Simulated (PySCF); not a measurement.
Compound: C4H3P.
Cartesian coordinates in Å at the PBE0-D3(BJ)/def2-SVP level; atoms count from 1:
```xyz
8
C4H3P angstrom
C     -1.7043    0.1931    0.1238
C     -0.2800   -0.0410    0.0345
C      0.9252   -0.2392   -0.0409
C      2.2668   -0.4614   -0.1230
P      3.8006   -0.7158   -0.2165
H     -1.9224    1.2686    0.2235
H     -2.2226   -0.1755   -0.7760
H     -2.1349   -0.3220    0.9976
```

Method: PBE0-D3(BJ)/def2-SVP geometry optimisation, gas phase in PySCF.

Take the most abundant isotopes and a rigid rotor. 

(1) Give the principal moments of inertia and the rotational constants in MHz.

(2) Classify the top.

(3) Where do the R-branch lines fall?

Answers

(1) Ia = 3.20, Ib = 388.39, Ic = 388.39 u·Å²; 505379 MHz·u·Å²/I gives A = 157961, B = 1301, C = 1301 MHz.

(2) A prolate symmetric top, as the point group C3v requires two equal moments; Ray's κ = -1.000.

(3) The dipole of 2.59 D lies along the symmetry axis, so ΔK = 0 and J+1 ← J falls at 2B(J+1) for every K: 2.60 GHz, 5.20 GHz, 7.81 GHz, 10.41 GHz, 13.01 GHz for J = 0 to 4.

Whether it is a minimum is left open (no frequencies). These are rigid-rotor constants of the computed structure; measured ground-state constants (B0) also hold zero-point vibration.
